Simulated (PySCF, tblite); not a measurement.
C4H2ClS (doublet state).
InChI=1S/C4H2ClS/c5-4-2-1-3-6-4/h2-3H

The geometry is computed with GFN2-xTB (gas phase). This method treats the open shell by occupation alone, without spin polarisation.

Take the most abundant isotopes and a rigid rotor. 

Task: Give the principal moments of inertia and the rotational constants in MHz.

Result: Ia = 89.77, Ib = 262.89, Ic = 352.66 u·Å²; 505379 MHz·u·Å²/I gives A = 5630, B = 1922, C = 1433 MHz.

Task: Classify the top.

Result: An asymmetric top: κ = (2 × 1922 − 5630 − 1433)/(5630 − 1433) = -0.77.

Task: Is it planar, by Δ = Ic − Ia − Ib?

Result: Planar: Δ = Ic − Ia − Ib = 0.00 u·Å². For a rigid frame Δ = −2 Σ m c², so it vanishes when all atoms lie in the ab plane; here none is more than 0.01 Å from it.

Task: Give the coordinates in the principal-axis frame, origin at the centre of mass.

Result: The sense of each axis is arbitrary; atoms in the order of the calculation.
| atom | mass (u) | a (Å) | b (Å) | c (Å) |
| --- | --- | --- | --- | --- |
| Cl1 | 34.969 | 2.041 | -0.006 | 0.000 |
| C2 | 12.000 | 0.350 | 0.238 | 0.000 |
| C3 | 12.000 | -0.301 | 1.438 | 0.000 |
| C4 | 12.000 | -1.681 | 1.214 | 0.000 |
| C5 | 12.000 | -2.120 | -0.034 | 0.001 |
| S6 | 31.972 | -0.732 | -1.127 | 0.000 |
| H7 | 1.008 | 0.182 | 2.396 | 0.000 |
| H8 | 1.008 | -3.104 | -0.451 | 0.001 |

Task: List the rotational levels J(Ka,Kc) to J = 4 (MHz).

Result: Above 0(0,0):
J = 1: 1(0,1) 3355, 1(1,1) 7063, 1(1,0) 7552
J = 2: 2(0,2) 10021, 2(1,2) 13284, 2(1,1) 14752, 2(2,1) 25874, 2(2,0) 25919
J = 3: 3(0,3) 19909, 3(1,3) 22589, 3(1,2) 25523, 3(2,2) 35940, 3(2,1) 36164, 3(3,1) 55727, 3(3,0) 55730
J = 4: 4(0,4) 32899, 4(1,4) 34949, 4(1,3) 39824, 4(2,3) 49327, 4(2,2) 49982, 4(3,2) 69232, 4(3,1) 69250, 4(4,1) 96820, 4(4,0) 96820
Those of J = 1 are B + C, A + C and A + B.

For this open shell read J as N, the rotation without spin; fine and hyperfine splittings come on top. Its GFN2-xTB frequencies are all real (lowest 198 cm⁻¹). These are rigid-rotor constants of the computed structure; measured ground-state constants (B0) also hold zero-point vibration.
